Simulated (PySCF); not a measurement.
Molecule: SMILES C(/F)=C/F, C2H2F2.

Atom-mapped SMILES (the numbers label the heavy atoms): `[F:1]/[CH:2]=[CH:3]\[F:4]` (H(Xn): hydrogen on atom n).

Geometry PBE0-D3(BJ)/def2-SVP throughout; GIAO in PySCF 2.14.0 with density-fitted response routines, gas phase, one conformer, non-relativistic; equivalent atoms averaged; functional PBE0.

For orientation, pcSseg-2 gives these shifts δ (against CFCl3, TMS at the same level): F1/F4 -162.1, C2/C3 147.3, H(C2)/H(C3) 6.30 ppm.

A run gave: F1/F4 -159.2, C2/C3 143.8, H(C2)/H(C3) 6.20 ppm (shifts δ (against CFCl3, TMS at the same level)).

Question: Which basis set was used in that run?
A. 6-311+G(2d,p)
B. aug-cc-pVDZ
C. cc-pVDZ
D. pcSseg-1
E. IGLO-III

Answer: D. C2/C3 tells them apart best: pcSseg-1 gives 143.8, 6-311+G(2d,p) gives 141.9, IGLO-III gives 146.2, aug-cc-pVDZ gives 135.0, cc-pVDZ gives 135.5 ppm.
